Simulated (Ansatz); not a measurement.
**Voigt–Reuss–Hill shear modulus of fcc Cu at several levels of theory**

No measured value is used here.

```
level (code)     value (GPa)  cell (Å³/atom)
---------------  -----------  --------------
LDA (Ansatz)               …           10.89
PBE (Ansatz)            52.4           11.95
PBEsol (Ansatz)         61.9           11.31
r²SCAN (Ansatz)         59.2           11.44
HSE06 (Ansatz)          51.2           11.98
```

Problem. What belongs in the gaps?

Solution. 
- LDA (Ansatz, a program for electronic structure), value (GPa): 66.3

HSE06: hybrids on metals are sensitive to the k mesh. Each level is taken at its own relaxed cell. Cutoffs and k meshes differ between the levels. Ansatz's density-functional and Hartree–Fock values are scalar-relativistic unless marked +SOC, with PAW data made under PBE.
